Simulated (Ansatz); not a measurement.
Cubic perovskite KTaO3, treated with r²SCAN-D4 (plane waves, PAW; Ansatz, a first-principles code).

Numerical settings: plane-wave cutoff 500 eV, 8×8×8 k mesh, gaussian smearing 0.02 eV, scalar-relativistic PAW data made under PBE.

Computed at the level's own relaxed cell.

**Question.** Estimate the volume per atom, lattice parameter a and band gap that the calculation returns.

**Answer.** 
- volume per atom = 12.66 Å³/atom
- lattice parameter a = 3.985 Å
- band gap = 2.64 eV (on the SCF k mesh)

Measured, for comparison: band gap 3.64 eV (temperature not stated, not corrected to a static lattice, indirect; as tabulated in Himmetoglu and Janotti (2016), arXiv:1601.06205).

Spin–orbit coupling is not included.

Computed values are for the static lattice.
